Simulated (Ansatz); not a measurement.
Mulliken charges of `[BH3-][SH2+]` from B3LYP/def2-TZVPP in Ansatz (PBE0-D4/def2-TZVP geometry).

```json
{"atom": "B1", "x (Å)": "-0.526", "y (Å)": "-0.461", "z (Å)": "-0.504", "charge (e)": "-0.351"}
{"atom": "S2", "x (Å)": "0.569", "y (Å)": "0.978", "z (Å)": "0.291", "charge (e)": "0.063"}
{"atom": "H3", "x (Å)": "-1.623", "y (Å)": "0.036", "z (Å)": "-0.432", "charge (e)": "0.007"}
{"atom": "H4", "x (Å)": "-0.344", "y (Å)": "-1.448", "z (Å)": "0.160", "charge (e)": "0.019"}
{"atom": "H5", "x (Å)": "-0.075", "y (Å)": "-0.482", "z (Å)": "-1.624", "charge (e)": "0.007"}
{"atom": "H6", "x (Å)": "0.286", "y (Å)": "0.904", "z (Å)": "1.605", "charge (e)": "0.127"}
{"atom": "H7", "x (Å)": "1.775", "y (Å)": "0.406", "z (Å)": "0.459", "charge (e)": "0.127"}
```

By hand: the dipole of these point charges (1 e Å = 4.8032 D).

Σ q r = (0.464, 0.359, 0.446) e Å, of length 0.737 e Å = 3.54 D.

How does the dipole of the full density compare? (Estimate.)

The calculation gave: (0.503, 0.395, 0.482) e Å, 3.85 D; the point charges give 0.92 times that, at 0° from its direction.

Point charges leave out the atoms' own dipoles, such as those of lone pairs, and Mulliken's split depends on the basis, so the close match here is no proof of good charges.

B3LYP here is the variant with VWN-RPA as its local correlation; programs differ in this.
